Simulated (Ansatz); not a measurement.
## H3Ge–CH, triplet in cc-pVDZ: errors against UCCSDT(Q)

Geometry: that of the H3Ge–CH, singlet, kept fixed.

| atom | x (Å) | y (Å) | z (Å) |
| --- | --- | --- | --- |
| Ge | 0.0000 | 0.0143 | 0.2743 |
| C | 0.0000 | -0.1487 | -1.6818 |
| H | 0.0000 | 1.4061 | 0.9431 |
| H | 1.2475 | -0.7687 | 0.7247 |
| H | -1.2475 | -0.7687 | 0.7247 |
| H | 0.0000 | 0.8692 | -2.1231 |

Basis cc-pVDZ; Ansatz 0.2.0. Only valence electrons are correlated (noble-gas cores and the filled d shells of p-block atoms frozen), which leaves 12 electrons in 46 orbitals. Prefix R: restricted or restricted open-shell reference; prefix U: unrestricted. No spin–orbit coupling is included, and no scalar relativity.

Full CI isn't at hand for all of this; UCCSDT(Q) serves as the reference, and is uncertain by about the last step of the cluster series.

```
UHF ⟨S²⟩                          : 2.016
T1 diagnostic (RCCSD)             : 0.0190
largest doubles amplitude (RCCSD) : 0.026
T1 diagnostic (UCCSD)             : 0.0138
```

From what is known of these methods and the diagnostics, rank them by the size of their error in total energy against UCCSDT(Q) in cc-pVDZ, smallest first (an estimate: the text doesn't fix the numbers).
A. UCCSDT
B. UCCSD(T)
C. UMP2
D. UCCSD
E. UHF

A (0.25 mEh), B (1.30 mEh), D (6.39 mEh), C (47.76 mEh), E (234.68 mEh).

All errors are against UCCSDT(Q) in cc-pVDZ. Within each family the higher level lies nearer, as is usual though not guaranteed.
